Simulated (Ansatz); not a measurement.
## Energy profile

The step: CH₅AlO ([CH3][AlH][OH]) → CH₃Al ([CH3][Al]) + H₂O (still joined by a long Al–O bond); bonds formed: O2–H3; bonds broken: Al1–H3; bonds weakened to dative contacts: Al1–O2 (atoms numbered as in the saddle structure below).

```xyz
8
angstrom
Al -0.5226 -0.8457 0.0463
O 0.0449 -0.7211 -1.7235
H -0.2314 -1.9103 -1.2839
C -0.1183 0.7472 1.1237
H 0.8909 -0.4907 -2.1397
H -0.6090 0.7564 2.1001
H 0.9634 0.8127 1.2956
H -0.4176 1.6516 0.5813
```

Electronic energies by CCSD(T) at an estimated basis limit (MP2 extrapolated from triple and quadruple zeta, plus CCSD(T) − MP2 in triple zeta), on PBE0-D4/def2-TZVP structures; CH$_{5}$AlO, closed shell; no counterpoise correction. Program: Ansatz 0.2.0. Basis: def2-TZVPP and def2-QZVPP. Cores are frozen in the correlated methods. Extrapolation: Hartree–Fock as exp(−7.88 √X), correlation as X^−2.97.

Task: Give the profile in eV, counted from the start structure. (An estimate is asked for; the value comes from the calculation.)

Result: By the calculation:
```csv
point,eV
start structure,0.000
saddle,3.287
end structure,2.182
"separated: CH$_{3}$Al (linked as [CH3][Al]; Al1, C4, H6, H7, H8; singlet) + H$_{2}$O (O2, H3, H5; singlet)",2.540
```

T1 diagnostic: at most 0.017. The restricted Hartree–Fock reference is unstable towards an unrestricted one at one or more of these structures. The start structure is not quite a true minimum (one mode of 27i cm⁻¹).

For scale, one of the runs: CCSD(T)/def2-TZVPP, 174 basis functions, launched by `ansatz run in.yaml --threads 2 --pin off --events-out ev --progress --plain --max-ram 4352MiB`. The run took 31 s on 2 CPU threads of an Arm Neoverse V1 (shared host), with 1.5 GiB of host memory at its peak.
